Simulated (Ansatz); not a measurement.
H2N, SMILES `[NH2+]` (excited singlet) (charge 1, multiplicity 1). This singlet is an excited state, 1.22 eV above the relaxed triplet at the level composite: frozen-core CCSD(T) with HF/cc-pV5Z and the correlation energy extrapolated as X^-3 from cc-pVQZ and cc-pV5Z, plus full CI minus CCSD(T) in cc-pVDZ // PBE0-D3(BJ)/def2-TZVP (Ansatz, a first-principles code).

Computed with PBE0/cc-pVTZ // PBE0-D3(BJ)/def2-TZVP run with Ansatz.

Ansatz 0.2 input:
```yaml
crystal:
  periodic: [false, false, false]
  atoms:
    - { symbol: N, position_ang: [0.000696, -0.260915, -0.326567] }
    - { symbol: H, position_ang: [0.847891, 0.132721, 0.163281] }
    - { symbol: H, position_ang: [-0.848587, 0.128195, 0.163287] }
basis:
  gaussian: { orbitals: cc-pVTZ }
hamiltonian:
  xc: pbe0
total_charge: 1
```

Output:

```
Functional definition: PBE0
298 factors; their error is unknown
mean field evaluation 1: about -1503.3743 eV, gradient 4.1e1 eV
mean field evaluation 2: about -1504.0937 eV, gradient 3.5e1 eV
mean field evaluation 4: about -1506.5678 eV, gradient 1.1e-1 eV
mean field evaluation 8: about -1506.5634 eV, gradient 1.5e-2 eV
mean field -1506.56337328 eV, -55.3651827827 hartree, gradient 4.4e-5 eV, S^2 0.000000; 0 other end points of the search recorded, 0 dependent functions left out
reference -1506.56338559 eV, -55.3651832351 hartree; 4, 4 occupied and 54, 54 virtual orbitals, 298 factors
Total energy: -1506.56338559 eV, -55.3651832351 hartree
```
